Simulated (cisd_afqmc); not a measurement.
Input (AFQMC/CISD/aug-cc-pV(T+d)Z; cisd_afqmc is a phaseless AFQMC code with CISD trial states that reads the integrals written by Ansatz): A basis named .json is the Basis Set Exchange file of that set.

Ansatz 0.2 input:
```python
import cisd_afqmc

open("ham.yaml", "w").write("""\
crystal:
  periodic: [false, false, false]
  atoms:
    - {symbol: H, position_ang: [0.00000000, 0.00000000, 1.34062686]}
    - {symbol: Cl, position_ang: [-0.00000000, -0.00000000, -0.20325210]}
    - {symbol: H, position_ang: [0.00000000, 0.00000000, 2.11465892]}
basis:
  gaussian:
    orbitals: aug-cc-pV_T+d_Z.json
magnetization: {spin_polarized: true, initial_magnetization: 1}
correlation: {method: ccsd, electrons: outside_noble_gas, hamiltonian_folder: ham}
""")
rep = cisd_afqmc.ansatz("ham.yaml")
e_ccsd = rep["correlation"]["coupled_cluster"]["energy"]["hartree"]
out = cisd_afqmc.run("ham", e_ccsd, trial="CISD", walkers=1000, populations=1, threads=12, dt=0.005, steps=40, early=24, settle=10, least=100,
    cut=5e-5, rank_cut=2e-4, target=0.0004, seconds=1000, seed=4, memory=62639, gpu=True)
```

Output:

```
orbitals 96, occupied [5, 4], factors 430 of 563, rank of the doubles 298 of 823
E(HF) = -460.586669
E(CCSD) on the cut factors = -460.827651, shift to the whole factors -0.000005
Energy of the trial state on the determinant = -460.827553
  tau behind 7.2 of longer steps, mean of the populations' last blocks
   2.0  -460.83763
   4.0  -460.83699
   6.0  -460.83732
   8.0  -460.83709
  10.0  -460.83730
  12.0  -460.83666
  14.0  -460.83769
  16.0  -460.83728
  18.0  -460.83706
  20.0  -460.83688
  22.0  -460.83732
blocks 100 (0 outliers left out), error by blocks joined: 1: 0.00008, 2: 0.00009, 4: 0.00010, 8: 0.00009
E(AFQMC/CISD) = -460.83716 +/- 0.00010
```

The determinant is spin-contaminated: <S^2> is 0.78, 0.03 over the pure value.
